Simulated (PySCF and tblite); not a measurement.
The numbers below are computed, except where a source is named.
C₄H₇N, numbered as in [CH3:1][CH2:2][CH2:3][C:4]#[N:5].

Level: PBE0-D3(BJ)/def2-SVP (IEF-PCM, chloroform)//GFN2-xTB, thermal terms from GFN2-xTB, symmetry numbers and mirror pairs counted. Conformers within 3 kcal/mol (GFN2-xTB free energy) were kept, 10 at most. Run with PySCF (density fitting) and tblite.

Torsions listed: C1–C2–C3–C4. Of a mirror pair one member is shown.

```csv
conformer,shape,symmetry,dipole D
1,180°,Cs,4.71
2,-65°,C1 (pair),4.58
```

Q: Which of these conformers is the most populated at 298.15 K, and with what share?

A: Conformer 2, about 68 %. The lead over the next is within the error of the method.

Q: Give the DFT energies and free energies relative to the lowest, and all weights.

A: 
| conformer | shape | E(DFT) kcal/mol | G(298.15 K) kcal/mol | weight % |
| --- | --- | --- | --- | --- |
| 1 | 180° | 0.06 | 0.43 | 32.5 |
| 2 | -65° | 0.00 | 0.00 | 67.5 |

Q: How does its share change from 200 K to 400 K?

A: From 68 % to 67 %; the mixing entropy goes from 2.18 to 2.18 cal/(mol K).
